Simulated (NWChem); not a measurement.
**Correlation energy of hydrazine (H$_{4}$N$_{2}$)**

```xyz
6

N      0.1745    -0.6794     0.0738
N     -0.1745     0.6794     0.0738
H     -0.6458    -1.2306     0.3138
H      0.5122    -1.0120    -0.8307
H      0.6458     1.2306     0.3138
H     -0.5122     1.0120    -0.8307
```
Charge 0, spin multiplicity 1.

All runs are NWChem calculations. The geometry was optimised at PBE0/def2-SVP, a minimum by its harmonic frequencies. It is one conformer; others weren't searched.

Basis set: def2-SVP. Each correlation energy counts from its own Hartree-Fock reference.

The correlated methods keep 2 core orbitals frozen. Coupled-cluster values serve here as a point of comparison, not as the truth.

### Question
One of these methods gave a correlation energy of -382.7 mHa. Which?
A. CR-CCSD[T]
B. CCSD+T(CCSD)
C. MP2
D. SCS-MP2

### Answer
B, CCSD+T(CCSD). The others give -381.1 (CR-CCSD[T]), -349.2 (MP2), -346.9 (SCS-MP2).
